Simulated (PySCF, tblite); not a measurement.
## Reproducing measurements on nitryl fluoride

**Measured values to compare with.**

NIST CCCBDB Release 22 (SRD 101), experimental dipoles lists, for the gas: dipole moment 0.466 D.

CRC Handbook of Chemistry and Physics lists, for the gas at 298.15 K: standard entropy 260.4 J/(mol K).

How close the calculation comes is told at the end.

Nitryl fluoride, FNO₂.
Atom-mapped SMILES: `[O:1]=[N+:2]([O-:3])[F:4]`

Geometry (PBE0-D3(BJ)/def2-SVP, Å), atoms numbered from 1 in this order:
```
atom  x, y, z in Å
O1    -0.244    1.194    0.286
N2     0.108    0.076    0.304
O3     1.147   -0.465    0.256
F4    -0.982   -0.840    0.408
```

Runs made with PySCF (gas phase, on this PBE0-D3(BJ)/def2-SVP geometry; no spin–orbit coupling):

```tsv
level	job	basis functions	wall time
PBE0-D3(BJ)/def2-SVP, grid level 1	geometry optimisation from a GFN2-xTB start shaken at random	56	10 s
KT3/pcSseg-2	shieldings	144	11 s
PBE0/pcSseg-1	shieldings, charges and field gradients, density and orbital grids written	68	4.9 s
PBE0/def2-SVPD	10 singlets by full TDDFT, 4 Tamm–Dancoff triplets, polarisability, ΔSCF ions, density and orbital grids written	89	17 s
B3LYP/pcJ-1	spin–spin couplings from 4 perturbed nuclei	108	5.8 s
```

Hardware: one thread of an Arm Neoverse N1, shared host.

GFN2-xTB wavenumbers (cm⁻¹, harmonic, unscaled, at the method's own geometry): 518, 536, 710, 752, 1406, 2123. Point group C2v, symmetry number 2. Entropy at 298.15 K and 1 bar in J/(mol K): translation 160.9, rotation 92.0, vibration 7.3.

Results beside the measurements:

**Dipole moment.** Measured: 0.466 D (NIST CCCBDB Release 22 (SRD 101), experimental dipoles).

| level | computed (D) | computed − measured (D) | % (from the printed values) |
| --- | --- | --- | --- |
| PBE0-D3(BJ)/def2-SVP | 0.141 | -0.325 | -70 |
| KT3/pcSseg-2 | 0.273 | -0.193 | -41 |
| PBE0/pcSseg-1 | 0.198 | -0.268 | -58 |
| PBE0/def2-SVPD | 0.204 | -0.262 | -56 |
| B3LYP/pcJ-1 | 0.201 | -0.265 | -57 |

Closest is KT3/pcSseg-2 (-0.193 D), furthest PBE0-D3(BJ)/def2-SVP (-0.325 D); one molecule doesn't rank methods. All 5 levels lie below the measurement. The computed dipoles belong to one fixed geometry; measured ones are averaged over vibrations unless marked μe. Magnitudes are compared, not signs.

**Standard entropy at 298.15 K.** Measured: 260.4 J/(mol K) (298.15 K; CRC Handbook of Chemistry and Physics).

```tsv
level	computed (J/(mol K))	computed − measured (J/(mol K))	% (from the printed values)
GFN2-xTB, rigid rotor and harmonic oscillator	260.3	-0.1	0
```

Ideal gas at 1 bar, most abundant isotopes; table values of this kind come from calorimetry or from spectroscopic constants.

The geometry is computed, not the measured one. Where a level misses, the cause wasn't examined.
